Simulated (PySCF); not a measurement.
## Vertical excitation energies

Species: CH6B2.
SMILES: `BBC`

Level of theory: PySCF 2.14.0, density-fitted response routines, TDDFT PBE0/def2-SVPD, vertical, gas phase, core orbitals frozen in the response. Isolated species at its PBE0-D3(BJ)/def2-SVP geometry, gas phase.

Q: Predict the UV-vis stick spectrum at this level.

A: 

| state | E (eV) | λ (nm) | f | main configurations (H = HOMO, L = LUMO) |
| --- | --- | --- | --- | --- |
| S1 | 4.70 | 264.0 | 0.0028 | H→L (98%) |
| S2 | 5.15 | 240.6 | 0.0015 | H→L+1 (99%) |
| S3 | 6.08 | 203.9 | 0.0000 | H-2→L (97%) |
| S4 | 6.46 | 191.9 | 0.0016 | H-1→L+1 (97%) |
| S5 | 6.74 | 184.0 | 0.061 | H-1→L (93%) |
| S6 | 7.61 | 163.0 | 0.271 | H-2→L+1 (80%), H→L+2 (12%) |
| S7 | 7.65 | 162.0 | 0.0084 | H→L+2 (86%), H-2→L+1 (13%) |
| S8 | 8.35 | 148.5 | 0.039 | H→L+3 (94%) |
| S9 | 8.45 | 146.8 | 0.052 | H-4→L (54%), H-3→L (33%) |
| S10 | 8.56 | 144.8 | 0.011 | H-3→L (65%), H-4→L (33%) |

Triplets, Tamm–Dancoff:

| state | E (eV) | λ (nm) | main configurations (H = HOMO, L = LUMO) |
| --- | --- | --- | --- |
| T1 | 3.88 | 319.6 | H→L (96%) |
| T2 | 4.34 | 285.7 | H→L+1 (98%) |
| T3 | 5.28 | 235.0 | H-2→L (97%) |
| T4 | 5.79 | 214.3 | H-1→L+1 (98%) |

The lowest singlet lies at 4.70 eV (264 nm, ultraviolet) and is very weak; its leading configuration is HOMO→LUMO (98%). The most intense listed level is S6 at 7.61 eV (163 nm, f = 0.271), 2.91 eV above S1. Löwdin shares by element: HOMO boron 62%, carbon 10%, hydrogen 10% or more (atoms not listed hold the other 17%); LUMO boron 70%, hydrogen 20% or more. The listed states span 3.87 eV, and the widest gap between neighbours is 0.93 eV (S2 to S3). The oscillator strengths of these states sum to 0.447; summed over the whole spectrum of an exact calculation they would give the number of electrons, 22 (Thomas–Reiche–Kuhn). Orbital energies (eV): HOMO-3 -11.28, HOMO-2 -9.66, HOMO-1 -9.46, HOMO -8.02, LUMO -1.57, LUMO+1 -1.07, LUMO+2 0.77. The vertical ionisation energy (ΔSCF) is 10.36 eV, 1.79 eV above S10. Singlets were solved by full linear response, triplets in the Tamm–Dancoff approximation.
